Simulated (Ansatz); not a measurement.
# Basis-set limit of C₂H₃, doublet

| atom | x (Å) | y (Å) | z (Å) |
| --- | --- | --- | --- |
| C | 0.1631 | 0.7678 | 1.4877 |
| C | -0.4259 | -0.0610 | 0.6599 |
| H | 1.0464 | 1.3513 | 1.1984 |
| H | -0.2023 | 0.9185 | 2.5163 |
| H | -1.2768 | -0.7430 | 0.6634 |

Connectivity, by distances: CH2–CH.

Ansatz 0.2.0, UHF determinant, valence electrons correlated. Energies in eV.

| set | X | functions | Hartree–Fock | MP2 correlation | CCSD(T) correlation | time |
| --- | --- | --- | --- | --- | --- | --- |
| def2-TZVPP | 3 | 104 | -2106.7524 | -7.7184 | -9.0251 | 3.1 s on 1 × NVIDIA H100 80GB HBM3 with 2 threads of AMD EPYC 7R13 Processor (Zen 3), on a shared host |
| def2-QZVPP | 4 | 204 | -2106.8467 | -8.2438 | -9.4880 | 4.1 s on 1 × NVIDIA H100 80GB HBM3 with 2 threads of AMD EPYC 7R13 Processor (Zen 3), with other jobs on the host |

Hartree–Fock is taken to follow E(X) = E∞ + A·exp(−7.88·√X), correlation E(X) = E∞ + B·X^−2.97.

Cautions: ⟨S²⟩ of the determinant is 0.95 against 0.75, spin contaminated.

**Question.** Work out the CCSD(T) energy at the limit, and how far the shortcut misses it that extrapolates MP2 and adds CCSD(T) minus MP2 from the smaller set.

**Answer.** Hartree–Fock: E∞ = E4 + 0.1377·(E4 − E3) = -2106.8597. Correlation: E∞ = E4 + 0.7407·(E4 − E3) = -9.8309 for CCSD(T) and -8.6330 for MP2. The limit is -2116.6906 eV, 0.356 eV below def2-QZVPP. The shortcut gives a correlation energy of -8.6330 + (-1.3067) = -9.9397, 109 meV lower than the direct value.
